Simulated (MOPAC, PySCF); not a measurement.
H4Si, SMILES `[SiH4]`, neutral singlet in the gas phase. 

Z-matrix (Å, degrees):
```
Si
H 1 1.4847
H 1 1.4847 2 109.47
H 1 1.4847 2 109.47 3 120.00
H 1 1.4847 2 109.47 3 -120.00
```
Charge 0, multiplicity 1.

All levels are single points at this geometry (PBE0-D3(BJ)/def2-TZVP); Pople sets use spherical d functions. Orbital energies aren't observables, and empty levels follow the basis.

B3LYP/6-31G* in PySCF gives dipole (D) = 0.00.

Problem. Estimate the dipole (D) from each of these levels: PBE0-D3(BJ)/def2-TZVP in PySCF; ωB97X-D3(BJ)/def2-TZVP in PySCF; B3LYP/3-21G in PySCF; B3LYP/LANL2DZ in PySCF; HF/3-21G in PySCF; PM3 in MOPAC; PM6 in MOPAC; PM7 in MOPAC.

Solution. 
| level | dipole (D) |
|---|---|
| PBE0-D3(BJ)/def2-TZVP in PySCF | 0.00 |
| ωB97X-D3(BJ)/def2-TZVP in PySCF | 0.00 |
| B3LYP/3-21G in PySCF | 0.00 |
| B3LYP/LANL2DZ in PySCF | 0.00 |
| HF/3-21G in PySCF | 0.00 |
| PM3 in MOPAC | 0.00 |
| PM6 in MOPAC | 0.00 |
| PM7 in MOPAC | 0.00 |
